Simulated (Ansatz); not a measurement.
# MgBH (singlet): B3LYP, CAM-B3LYP over a scan of the distance B1–H3, cc-pVDZ

Aim: run MgBH (singlet) with these functionals over a scan of the distance B1–H3, and hold them against the top wave-function level at the same points.

Program: Ansatz 0.2.0, Gaussian basis. Level of theory: cc-pVDZ, all electrons in the functionals. These are calculated values, not measurements.

To be run: B3LYP, CAM-B3LYP, at 0.997 Å; 1.134 Å; 1.232 Å; 1.325 Å; 1.489 Å; 1.722 Å; 2.001 Å; 2.295 Å; 2.703 Å; 3.361 Å; 4.142 Å.

22 further runs of the same task are left out: 6 for a known fault of the program, 13 that didn't finish, 3 set aside as unsound or not needed. Runs told in other sessions of the task aren't counted.

### 1 What is computed

The geometry derives from a PBE0/def2-TZVP stationary point (not a proven minimum). One bond is set to the value named and the two fragments are kept rigid.

3 atoms, charge 0, spin multiplicity 1.

Atoms are counted from 1 here; the program's logs count them from 0.

Bond lengths: B1–Mg2 2.396 Å, B1–H3 1.232 Å. Angles: Mg2–B1–H3 107.0°.

No dispersion term is added. B3LYP takes the VWN-RPA correlation.

The geometry shown and the zero of energy belong to the point 1.232 Å. The yardstick, FCI, and other wave-function levels (R restricted, U unrestricted, valence and pair active spaces) come from earlier runs.

### 2 B3LYP, 0.997 Å

in.yaml reads:

```yaml
crystal:
  periodic: [false, false, false]
  atoms:
    - {symbol: B, position_ang: [0.000000, -0.183821, 1.593363]}
    - {symbol: Mg, position_ang: [0.000000, 0.051215, -0.790700]}
    - {symbol: H, position_ang: [0.000000, 0.736658, 1.976413]}
basis:
  gaussian: {orbitals: cc-pVDZ}
magnetization: {spin_polarized: true, initial_magnetization: 0}
hamiltonian: {xc: {name: B3LYP}}
```

Command:

```console
$ ansatz run in.yaml --threads 1 --pin off --events-out ev --progress --plain --max-ram 2393MiB
```

Further steps of the session: B3LYP, 1.134 Å; B3LYP, 1.232 Å; B3LYP, 1.325 Å; B3LYP, 1.489 Å; B3LYP, 1.722 Å; B3LYP, 2.001 Å; B3LYP, 2.295 Å; B3LYP, 2.703 Å; B3LYP, 3.361 Å; B3LYP, 4.142 Å; CAM-B3LYP, 0.997 Å; CAM-B3LYP, 1.134 Å; CAM-B3LYP, 1.232 Å; CAM-B3LYP, 1.325 Å; CAM-B3LYP, 1.489 Å; CAM-B3LYP, 1.722 Å; CAM-B3LYP, 2.001 Å; CAM-B3LYP, 2.295 Å; CAM-B3LYP, 2.703 Å; CAM-B3LYP, 3.361 Å; CAM-B3LYP, 4.142 Å.

Before running them: what should the planned runs give, taken together? Wanted: span of the FCI curve; largest miss, B3LYP; largest miss, CAM-B3LYP.

As calculated:

```
               quantity                value
  span of the FCI curve             3.482 eV
    largest miss, B3LYP  +0.207 eV (2.703 Å)
largest miss, CAM-B3LYP  +0.343 eV (2.295 Å)
```

Of the functionals, B3LYP keep the smallest largest miss at the points compared (at most 0.207 eV) and CAM-B3LYP strays most (0.343 eV, at 2.295 Å). B3LYP, CAM-B3LYP clearly break the spin symmetry at some points (⟨S²⟩ up to 1.33 above the pure value), so energy there is bought with a mixed spin. Functionals and the yardstick converge differently with the basis, so part of each miss in cc-pVDZ is the basis.
